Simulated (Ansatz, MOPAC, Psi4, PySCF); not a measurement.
Species: C5H4N, charge 0, multiplicity 2. SMILES: [c]1ccccn1
Geometry: optimised at B3LYP-D3(BJ)/def2-TZVP (Ansatz, an electronic-structure program).

Quantity: size of the dipole moment, in D. Terms: six Cartesian d functions in 6-31G* and its kin unless marked 5d; spin-orbit terms left out; no dispersion term unless named; non-relativistic; LANL2DZ all-electron up to Ne; 6-311+G** with 5d; open shells spin-unrestricted. First-principles rows: single points at B3LYP-D3(BJ) geometries (Ansatz). Semi-empirical rows: dipoles at the shared geometry.

| level | program | size of the dipole moment (D) |
|---|---|---|
| MNDO | MOPAC | 2.54 |
| SVWN5/6-31G* | Ansatz | 2.73 |
| PBE/6-31G* | Ansatz | 2.64 |
| PBE/def2-SVP | Ansatz | 2.65 |
| BP86/6-31G* (5d) | PySCF | 2.65 |
| B3LYP/3-21G | Ansatz | 2.85 |
| B3LYP/LANL2DZ | Ansatz | 3.32 |
| B3LYP/6-31G | Ansatz | 3.03 |
| B3LYP/6-31+G* | Ansatz | 2.95 |
| B3LYP/6-31G** | Ansatz | 2.65 |
| B3LYP/cc-pVDZ | Ansatz | 2.57 |
| B3LYP/6-311+G** | Ansatz | 2.93 |
| wB97X-D/6-31G* | Psi4 | 2.76 |

No value to compare with is used here. The 13 habitual levels span 2.54 (MNDO) to 3.32 D (B3LYP/LANL2DZ).

The levels are drawn from those run, B3LYP/6-31G* more often than the rest, none by its result; runs whose electronic state is in doubt are left out.
